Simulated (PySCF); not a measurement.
# Functional benchmark on one molecule

Molecule: SMILES CCS(=O)(=O)O, C2H6O3S.

Geometry (Å), atoms numbered from 1 in this order:
```xyz
12

C     1.4372    0.4152   -0.3724
C     0.5014   -0.4003    0.4917
S    -1.1919    0.1552    0.3942
O    -1.2200    1.5956    0.5146
O    -2.0221   -0.7010    1.2244
O    -1.5511   -0.2067   -1.1536
H     1.1707    0.3237   -1.4350
H     1.3890    1.4767   -0.0940
H     2.4704    0.0627   -0.2423
H     0.4758   -1.4686    0.2315
H     0.7340   -0.3202    1.5654
H    -2.1935   -0.9323   -1.1244
```

Geometry PBE0-D3(BJ)/def2-SVP throughout; GIAO in PySCF 2.14, gas phase, one conformer, non-relativistic; equivalent atoms averaged; basis pcSseg-1.

Reference values (measured; solution, not stated per compound (mostly CDCl3 or CCl4); Pretsch, Buehlmann, Badertscher, Structure Determination of Organic Compounds, 4th ed. (2009)): δ(C2) = 46.7 ppm, δ(C1) = 8.0 ppm. Computed shifts are taken against TMS, calculated as an isolated molecule at each level.

Task: How do the functionals HF, LDA, PBE, BLYP, BP86, OPBE, KT2, KT3, B97-D, B3LYP, PBE0, mPW1PW91, WP04, B97-2, BHandHLYP, CAM-B3LYP, wB97X-D, LC-wPBE perform against the reference? Times are CPU seconds on shared hosts with different chips, so compare them loosely.

Result: 
```tsv
functional	kind	C2	C1	mean abs. error C	core-s
HF	Hartree–Fock	47.6	8.7	0.8	5.1
LDA	LDA	59.1	8.4	6.4	14
PBE	GGA	56.4	10.2	5.9	17
BLYP	GGA	58.1	10.9	7.1	18
BP86	GGA	56.8	10.5	6.3	18
OPBE	GGA	52.7	10.6	4.3	18
KT2	GGA	54.6	10.7	5.3	16
KT3	GGA	53.4	11.4	5.0	16
B97-D	GGA	55.9	11.2	6.2	16
B3LYP	global hybrid	56.2	10.2	5.8	11
PBE0	global hybrid	54.1	9.6	4.5	9.4
mPW1PW91	global hybrid	54.3	9.8	4.7	11
WP04	global hybrid	57.5	12.3	7.5	20
B97-2	global hybrid	53.7	10.4	4.7	20
BHandHLYP	global hybrid	53.3	9.5	4.0	19
CAM-B3LYP	range-separated hybrid	55.7	9.4	5.2	26
wB97X-D	range-separated hybrid	54.6	10.0	4.9	25
LC-wPBE	range-separated hybrid	53.4	9.0	3.8	34
```

For ¹³C the closest is HF (0.8 ppm) and the furthest WP04 (7.5 ppm). One molecule is a small sample, and vibrational and solvent effects are absent from the calculation.
